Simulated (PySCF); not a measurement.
## Peak assignment

Molfile (atoms numbered from 1):
```
C3H6F2O
     RDKit          3D

 12 11  0  0  0  0  0  0  0  0999 V2000
   -1.8116   -0.1159    0.1096 C   0  0  0  0  0  0  0  0  0  0  0  0
   -0.3572   -0.4293   -0.1875 C   0  0  0  0  0  0  0  0  0  0  0  0
    0.4489    0.5575    0.4608 O   0  0  0  0  0  0  0  0  0  0  0  0
    1.7556    0.4967    0.1662 C   0  0  0  0  0  0  0  0  0  0  0  0
    2.3601   -0.5846    0.7412 F   0  0  0  0  0  0  0  0  0  0  0  0
    2.3631    1.5746    0.6753 F   0  0  0  0  0  0  0  0  0  0  0  0
   -1.9816   -0.1372    1.1816 H   0  0  0  0  0  0  0  0  0  0  0  0
   -2.0614    0.8737   -0.2615 H   0  0  0  0  0  0  0  0  0  0  0  0
   -2.4487   -0.8529   -0.3702 H   0  0  0  0  0  0  0  0  0  0  0  0
   -0.1619   -0.3978   -1.2687 H   0  0  0  0  0  0  0  0  0  0  0  0
   -0.0879   -1.4233    0.1902 H   0  0  0  0  0  0  0  0  0  0  0  0
    1.9837    0.4379   -0.9191 H   0  0  0  0  0  0  0  0  0  0  0  0
  1  2  1  0
  2  3  1  0
  3  4  1  0
  4  5  1  0
  4  6  1  0
  1  7  1  0
  1  8  1  0
  1  9  1  0
  2 10  1  0
  2 11  1  0
  4 12  1  0
M  END
```

- GFN2-xTB geometry
- PBE0/pcSseg-1 with gauge-including orbitals
- spin–spin couplings from B3LYP/pcJ-1 (spin–dipole term only in couplings to heteroatoms)
- code: PySCF 2.14.0 with density-fitted response routines
- gas phase, no relativistic terms, one computed conformer, one averaged value for each set of equivalent atoms

δ = σ(ref) − σ, references computed at the same level: TMS for $^{13}$C (σref 186.93), $^{1}$H (σref 31.72).

(1) Assign these signals to the numbered atoms. $^{13}$C{$^{1}$H} NMR (computed): δ 125.4 (CH, t, J = 316.5 Hz), 66.9 (CH2, t, J = 1.8 Hz), 16.9 (CH3).

(2) Assign these signals to the numbered atoms. $^{1}$H NMR (500 MHz, computed): δ 6.33 (t, J = 85.6 Hz, 1H), 3.87 (m, 2H), 1.44 (t, J = 7.4 Hz, 3H).

Results:

(1) 
| δ (ppm) | atoms | environment | reason |
| --- | --- | --- | --- |
| 125.4 | C4 | sp3 CH bonded to 2 F and O | 3 electronegative neighbours deshield it |
| 66.9 | C2 | sp3 CH2 bonded to O | deshielded by the electronegative neighbour |
| 16.9 | C1 | methyl carbon | aliphatic region, no heteroatom directly attached |

(2) 
| δ (ppm) | atoms | environment | reason |
| --- | --- | --- | --- |
| 6.33 | H12 | hydrogen on an sp3 CH bonded to 2 F and O | its carbon carries F and O, hence the downfield position |
| 3.87 | H10/H11 | hydrogen on an sp3 CH2 bonded to O | its carbon carries O, an electronegative neighbour |
| 1.44 | H7/H8/H9 | hydrogen on a methyl carbon | – |

C–F couplings over four or more bonds (about 3 Hz to the para carbon of a fluoroarene) are left out. Common functionals overestimate the size of one-bond C–F couplings by tens of Hz; these are unscaled. Multiplet labels drop couplings under 1 Hz and merge nearly equal ones. Unscaled 3J(H,H) at this level run about 10 % above measured values. Shifts are as computed. Against solution values, carbons near 30 ppm lie about +3 ppm off and those near 130 ppm about +5 ppm. Of 1211 compounds with measured shifts, 218 miss one by over three times the rms of a fit or turn the order of signals round; such compounds aren't used in these exercises.
